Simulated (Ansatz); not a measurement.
Geometry optimisation, Ansatz 0.2.0, RKS CAM-B3LYP/cc-pVDZ.

input.yaml

```yaml
crystal:
  periodic: [false, false, false]
  atoms:
    - { symbol: C, position_ang: [-0.6855, -1.2976, 0.8286] }
    - { symbol: C, position_ang: [0.05, -0.4365, 0.1058] }
    - { symbol: C, position_ang: [1.2699, 0.1747, 0.6709] }
    - { symbol: "N", position_ang: [-0.1358, -0.1734, -1.2187] }
    - { symbol: C, position_ang: [-0.8524, 0.9047, -1.4543] }
    - { symbol: Cl, position_ang: [-1.2278, 1.3338, -3.0604] }
    - { symbol: H, position_ang: [-0.4936, -1.4924, 1.8559] }
    - { symbol: H, position_ang: [-1.5648, -1.7013, 0.3567] }
    - { symbol: H, position_ang: [1.2347, 1.2826, 0.7301] }
    - { symbol: H, position_ang: [2.1772, -0.1134, 0.1122] }
    - { symbol: H, position_ang: [1.469, -0.1534, 1.7361] }
    - { symbol: H, position_ang: [-1.1642, 1.6171, -0.6288] }
basis:
  gaussian: { orbitals: cc-pVDZ }
hamiltonian:
  xc: cam_b3lyp
relax:
  f_tol: 0.015
  max_steps: 40
```

Command:

```bash
$ ansatz run input.yaml --threads 2 --pin off --max-ram 3072MiB --backend cpu --events-out ev --progress --plain --runs-dir out
```

**Question.** Where does it end, and by what steps?

**Answer.** It converged. After 14 steps the energy has fallen by 0.467 eV; H12 moved furthest, 0.83 Å.

| step | energy less start (eV) | largest force component (eV/Å) | accepted |
| --- | --- | --- | --- |
| 0 | 0.0000 | 3.321 | yes |
| 1 | -0.2703 | 1.481 | yes |
| 2 | -0.3684 | 1.010 | yes |
| 3 | -0.3889 | 1.284 | yes |
| 4 | -0.4221 | 0.406 | yes |
| 5 | -0.4346 | 0.225 | yes |
| 6 | -0.4482 | 0.585 | yes |
| 7 | -0.4604 | 0.423 | yes |
| 8 | -0.2148 | 2.490 | no |
| 9 | -0.4555 | 0.427 | no |
| 10 | -0.4661 | 0.076 | yes |
| 11 | -0.4659 | 0.113 | no |
| 12 | -0.4666 | 0.060 | yes |
| 13 | -0.4662 | 0.168 | no |
| 14 | -0.4670 | 0.010 | yes |

```xyz
12
Properties=species:S:1:pos:R:3
C -0.738 -1.077 0.769
C 0.171 -0.300 0.171
C 1.474 0.113 0.786
N 0.022 0.142 -1.164
C -1.000 0.798 -1.467
Cl -1.285 1.326 -3.105
H -0.566 -1.456 1.777
H -1.644 -1.392 0.249
H 1.544 1.211 0.844
H 2.310 -0.228 0.157
H 1.589 -0.302 1.796
H -1.801 1.109 -0.779
```

Whether the end is a true minimum wasn't checked by a vibrational analysis.

The run took 68 s on 2 threads of Arm Neoverse V1, with other jobs on the host, peak memory 0.34 GiB.
